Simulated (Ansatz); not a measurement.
Results of the Gaussian-basis code of Ansatz.

A structure relaxed at PBE0-D4/def2-TZVP, charge 0, multiplicity 1:

Cartesian coordinates in Å:
```
C 1.288 0.294 0.521
C 0.238 -0.434 0.205
F 0.183 -1.750 0.433
C -1.036 0.046 -0.419
F -1.010 1.386 -0.573
F -1.188 -0.514 -1.645
H 1.279 1.355 0.320
H 2.159 -0.158 0.977
H -1.912 -0.224 0.182
```

Problem. Give its formula and SMILES.

Solution. C3H3F3, `C=C(F)C(F)F`.

Problem. Summarise the bond lengths by kind.

Solution. 2 × C–C 1.316 to 1.498 Å; 3 × C–H 1.080 to 1.096 Å; 3 × C–F 1.337 to 1.356 Å.
